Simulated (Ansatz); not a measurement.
Mulliken charges of C2H3ClO (`C=C(O)Cl`) from ωB97M-V/def2-TZVPP in Ansatz (PBE0-D4/def2-TZVP geometry).

| atom | x (Å) | y (Å) | z (Å) | charge (e) |
| --- | --- | --- | --- | --- |
| C1 | -0.186 | 0.388 | 0.792 | -0.260 |
| C2 | -0.211 | -0.170 | -0.411 | 0.176 |
| O3 | 0.834 | -0.634 | -1.117 | -0.250 |
| Cl4 | -1.668 | -0.393 | -1.292 | -0.039 |
| H5 | -1.096 | 0.725 | 1.263 | 0.102 |
| H6 | 0.752 | 0.513 | 1.320 | 0.077 |
| H7 | 1.636 | -0.496 | -0.601 | 0.195 |

Task: By hand: the dipole of these point charges (1 e Å = 4.8032 D).

Result: Σ q r = (0.133, 0.060, 0.165) e Å, of length 0.220 e Å = 1.06 D.

Task: How does the dipole of the full density compare? (Estimate.)

Result: The calculation gave: (0.342, 0.085, 0.277) e Å, 2.15 D; the point charges give 0.49 times that, at 13° from its direction.

Point charges leave out the atoms' own dipoles, such as those of lone pairs, and Mulliken's split depends on the basis, so the two needn't agree.
